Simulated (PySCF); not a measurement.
**Vertical excitation energies**

Compound: succinonitrile, C4H4N2.
SMILES: `N#CCCC#N`

Method used: TDDFT PBE0/def2-SVPD, vertical, gas phase, core orbitals frozen in the response in PySCF 2.14.0, density-fitted response routines. The structure is a single PBE0-D3(BJ)/def2-SVP conformer in the gas phase; no vibrational or solvent corrections. Torsions of this conformer, `[N:1]#[C:2][CH2:3][CH2:4][C:5]#[N:6]`: C2–C3–C4–C5 180°.

What does the calculation give for the low-lying excited states?

```json
{"state": "S1", "λ (nm)": "163.5", "E (eV)": "7.58", "f": "0.0000", "|μ| (D)": "0.00", "symmetry": "–", "main configurations (H = HOMO, L = LUMO)": "H-2→L+1 (44%), H→L+2 (24%), H-1→L (13%)"}
{"state": "S2", "λ (nm)": "162.8", "E (eV)": "7.61", "f": "0.0006", "|μ| (D)": "0.15", "symmetry": "–", "main configurations (H = HOMO, L = LUMO)": "H-1→L+1 (58%), H-2→L (14%), H-2→L+5 (12%)"}
{"state": "S3", "λ (nm)": "156.0", "E (eV)": "7.95", "f": "0.012", "|μ| (D)": "0.63", "symmetry": "Bu", "main configurations (H = HOMO, L = LUMO)": "H→L+1 (47%), H-2→L+2 (33%), H-1→L+3 (9%)"}
{"state": "S4", "λ (nm)": "155.7", "E (eV)": "7.96", "f": "0.0000", "|μ| (D)": "0.00", "symmetry": "–", "main configurations (H = HOMO, L = LUMO)": "H→L+2 (58%), H-2→L+1 (20%), H-3→L+3 (9%)"}
{"state": "S5", "λ (nm)": "154.8", "E (eV)": "8.01", "f": "0.0000", "|μ| (D)": "0.00", "symmetry": "–", "main configurations (H = HOMO, L = LUMO)": "H-1→L+2 (37%), H→L (24%), H-3→L+1 (20%)"}
{"state": "S6", "λ (nm)": "152.4", "E (eV)": "8.14", "f": "0.0011", "|μ| (D)": "0.19", "symmetry": "–", "main configurations (H = HOMO, L = LUMO)": "H-3→L+2 (52%), H→L+3 (29%), H-1→L+1 (10%)"}
{"state": "S7", "λ (nm)": "145.3", "E (eV)": "8.53", "f": "0.0000", "|μ| (D)": "0.00", "symmetry": "–", "main configurations (H = HOMO, L = LUMO)": "H-1→L (78%), H-2→L+1 (19%)"}
{"state": "S8", "λ (nm)": "144.2", "E (eV)": "8.60", "f": "0.0000", "|μ| (D)": "0.00", "symmetry": "–", "main configurations (H = HOMO, L = LUMO)": "H→L (69%), H-3→L+1 (20%)"}
{"state": "S9", "λ (nm)": "144.1", "E (eV)": "8.60", "f": "0.014", "|μ| (D)": "0.65", "symmetry": "Au", "main configurations (H = HOMO, L = LUMO)": "H-2→L (78%), H-1→L+1 (19%)"}
{"state": "S10", "λ (nm)": "140.3", "E (eV)": "8.84", "f": "0.036", "|μ| (D)": "1.03", "symmetry": "Bu", "main configurations (H = HOMO, L = LUMO)": "H-3→L (69%), H→L+1 (16%)"}
```

Triplets, Tamm–Dancoff:

| state | E (eV) | λ (nm) | main configurations (H = HOMO, L = LUMO) |
| --- | --- | --- | --- |
| T1 | 6.18 | 200.5 | H→L+1 (37%), H-2→L+2 (24%), H-1→L+3 (13%) |
| T2 | 6.22 | 199.2 | H-3→L+1 (26%), H-1→L+2 (26%), H-2→L+3 (16%) |
| T3 | 6.75 | 183.6 | H-2→L+1 (36%), H→L+2 (27%), H-1→L+5 (11%) |
| T4 | 6.78 | 182.9 | H-2→L+2 (36%), H→L+1 (28%), H-1→L+3 (18%) |

The lowest singlet lies at 7.58 eV (163 nm, vacuum ultraviolet) and is dark (f under 0.0005); its leading configuration is HOMO-2→LUMO+1 (44%). The strongest level in the table is S10 at 8.84 eV (140 nm, f = 0.036). It is the last of those listed, so stronger ones may follow. S8/S9 lie within about 0.01 eV of each other. Löwdin shares by element: HOMO nitrogen 48%, carbon 35% or more (atoms not listed hold the other 17%); LUMO carbon 62% (atoms not listed hold the other 38%). The listed states span 1.25 eV, and the widest gap between neighbours is 0.40 eV (S6 to S7). Weighted by f, the mean energy of these states is 8.60 eV. Of the 10 states listed, 3 reach f = 0.01 and 5 stay under 0.0005. No computed singlet lies in the visible range (380 to 750 nm); the lowest, at 163 nm, stands 4.32 eV above its violet end (3.26 eV). The vertical ionisation energy (ΔSCF) is 11.96 eV, 3.12 eV above S10. Symmetry labels in C2h follow from the direction of the transition dipole and are given only for states with f of 0.002 or more. Only the lowest 10 singlets were computed, as vertical energies without vibronic structure.
